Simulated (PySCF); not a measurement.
## Static response to an electric field

Compound: [1.1.1]propellane, C5H6.
Cartesian coordinates in Å at the GFN2-xTB level; atoms count from 1:
```
atom  x, y, z in Å
C1    -0.8948   -0.8465    0.5059
C2     0.3007   -0.0132    0.9015
C3     1.1233   -0.4078   -0.3011
C4    -0.2990    0.0141   -0.5823
C5    -0.2265    1.2551    0.2748
H6    -1.8618   -0.5610    0.9015
H7    -0.7606   -1.9187    0.4310
H8     1.3711   -1.4553   -0.4197
H9     1.9182    0.2595   -0.6104
H10   -1.1552    1.6579    0.6595
H11    0.4901    2.0186   -0.0017
```

Level: B3LYP/def2-SVPD (PySCF), static field, nuclei fixed, core orbitals frozen in the response. The polarisability tensor in these axes (au):

```
x   52.74  0.03 -1.58
y    0.03 53.39  0.07
z   -1.58  0.07 49.47
```

Task: Give the principal values, the mean and the anisotropy Δα = √{½[(α1 − α2)² + (α2 − α3)² + (α1 − α3)²]}.

Result: Principal values 48.83, 53.38 and 53.39 au; mean 51.87 au = 7.69 Å³ = 8.55 × 10⁻⁴⁰ C²·m²/J; Δα = 4.56 au (9 % of the mean).

Task: What is the dipole moment?

Result: 0.00 D; point group D3h allows none.

Task: What molar refraction does this α imply?

Result: Lorentz–Lorenz: R = (4π/3)N_A α = 2.5225 cm³/(mol·Å³) × 7.69 Å³ = 19.4 cm³/mol, in the limit of long wavelengths.

Task: What are the principal values of the traceless quadrupole moment, Θ = ½Σq(3rr − r²1), about the centre of nuclear charge?

Result: -8.28, 4.14, 4.14 D·Å. With no charge and no dipole, the values don't depend on the origin. The electronic extent ⟨r²⟩ about the same centre is 295 bohr², a root-mean-square distance of 1.51 Å for the 36 electrons.

Task: What depolarisation ratio follows for Rayleigh scattering of linearly polarised light, taking the static tensor?

Result: ρ = 3Δα²/(45ᾱ² + 4Δα²) = 62.4/(121054 + 83.1) = 0.000515.

Task: Find the Langevin capture rate constant for NH4+ (18.034 u) meeting this molecule (66.047 u), k = 2.342 × 10⁻⁹ cm³/s × √(α in Å³ / reduced mass in u).

Result: The reduced mass is 14.17 u, so k = 1.73 × 10⁻⁹ cm³/s.

Task: What would n − 1 = 2πNα be for an ideal gas of these molecules at 500 K and 1 atm, electronic part alone?

Result: N = p/kT = 1.4678 × 10¹⁹ cm⁻³, so n − 1 = 2π × N × 7.69 × 10⁻²⁴ cm³ = 709 × 10⁻⁶ at long wavelengths, for an ideal gas.

Isolated species at its GFN2-xTB geometry, gas phase.
